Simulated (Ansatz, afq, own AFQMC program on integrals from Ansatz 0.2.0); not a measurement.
Integrals from Ansatz 0.2.0, then the random walk in our own AFQMC program (afq).

```yaml
crystal:
  periodic: [false, false, false]
  atoms:
    - {symbol: N, position_ang: [0.000000, 0.000000, 0.000000]}
    - {symbol: P, position_ang: [0.000000, 0.000000, 1.593000]}
basis:
  gaussian: {orbitals: 6-31G}
magnetization: {spin_polarized: false}
correlation: {method: ccsd_t, electrons: outside_noble_gas, hamiltonian_folder: ham}
```

```sh
$ ansatz run in.yaml --threads 1 --pin off --events-out ev --progress --plain --max-ram 16896MiB --backend cuda --devices 0, --max-vram 18GiB
```

Options of the walk:

```
--method phaseless --trial cisd --walkers 10 --populations 1 --least-time 40 --time-step 0.01 --steps-per-block 5 --equilibration-blocks 120 --max-blocks 5 --target-error 0.00076 --factor-cut 1e-06 --seed 4876 --release-times 0.2,0.4 --release-step 0.1 --release-every 20 --taylor-order 4
```

Times are imaginary, in 1/Eh. The walk had a cap of 60 s.

```
orbitals 16  electrons 5 5  factors 104 of 272
reference energy -395.03394398 Eh
CCSD correlation -0.21648006 Eh in 12 cycles, weight of the determinant in the CISD state 0.8633
energy of the start -395.250406 Eh
 block  time / (1/Eh)  mean weight  energy / Eh
     1     0.050  0.9983  -395.248676
     2     0.100  0.9939  -395.247134
     3     0.150  1.0070  -395.245943
     4     0.200  1.0020  -395.245329
     5     0.250  1.0074  -395.245754
     8     0.400  0.9990  -395.246851
    13     0.650  1.0000  -395.245648
    22     1.100  1.0070  -395.253641
    28     1.400  1.0063  -395.296590
    31     1.550  0.9978  -395.284220
    40     2.000  0.9993  -395.263117
    49     2.450  1.0003  -395.243505
    58     2.900  1.0022  -395.273522
    67     3.350  1.0057  -395.250515
    76     3.800  0.9943  -395.250537
    85     4.250  0.9997  -395.259987
    94     4.700  1.0077  -395.270804
   103     5.150  1.0036  -395.254359
   112     5.600  0.9969  -395.255042
   118     5.900  1.0053  -395.236192
   121     6.050  1.0032  -395.236680
   124     6.200  1.0022  -395.244738
no energy: too few blocks
(rows thinned)
```

The run failed at least one of its tests; the cautions name the faults.

A setting was made bad on purpose (too few blocks), but the run ended before it gave an energy.

Cautions: restricted determinant unstable towards unrestricted (UHF 1.08 eV lower, ⟨S²⟩ 1.17); (Q) is large, 108 meV, so the cluster series hasn't closed; CCSD(T) is in doubt: in a space of 8 electrons in 8 natural orbitals full CI lies 119 meV below it; so few walkers bias the energy; the time-step error isn't removed.

A walk keeps the symmetry of its determinant, which the program's search chose and which needn't be the lowest solution, so a lower state of the same spin and another symmetry isn't excluded.
